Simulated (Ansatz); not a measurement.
```yaml
crystal:
  periodic: [false, false, false]
  atoms:
    - {symbol: Na, position_ang: [2.397298, 1.373586, -1.374641]}
    - {symbol: H, position_ang: [-1.519291, 3.059463, 0.406716]}
    - {symbol: Na, position_ang: [-2.397824, -1.373947, 1.373571]}
    - {symbol: H, position_ang: [1.519795, -3.059101, -0.405667]}
basis:
  gaussian: {orbitals: pcseg-2}
hamiltonian: {xc: {name: BHLYP}, dispersion: d3bj}
scf: {lower_state_search: light}
```

```sh
$ ansatz run in.yaml --threads 4 --pin off --events-out ev --progress --plain --max-ram 3916MiB
```

It prints (some lines left out):

```
Functional definition: BHLYP
564 factors; their error is unknown
mean field evaluation 1: about -8854.8589 eV, gradient 1.7e1 eV
mean field evaluation 2: about -8838.7010 eV, gradient 1.9e1 eV
mean field evaluation 4: about -8857.1964 eV, gradient 6.3e0 eV
mean field evaluation 8: about -8857.7355 eV, gradient 1.4e-1 eV
mean field evaluation 16: about -8857.8772 eV, gradient 2.1e-5 eV
mean field -8857.87721781 eV, -325.5209836696 hartree, gradient 2.1e-5 eV, S^2 0.000000; 2 other end points of the search recorded, 0 dependent functions left out
reference -8857.87741356 eV, -325.5209908633 hartree; 12, 12 occupied and 54, 54 virtual orbitals, 564 factors
Total energy: -8857.93404160 eV, -325.5230719054 hartree
```

Task: What is wrong with this run?

Result: The geometry is stretched to more than twice its size. Self-consistency was reached. The result belongs to that input, not to the species as meant.
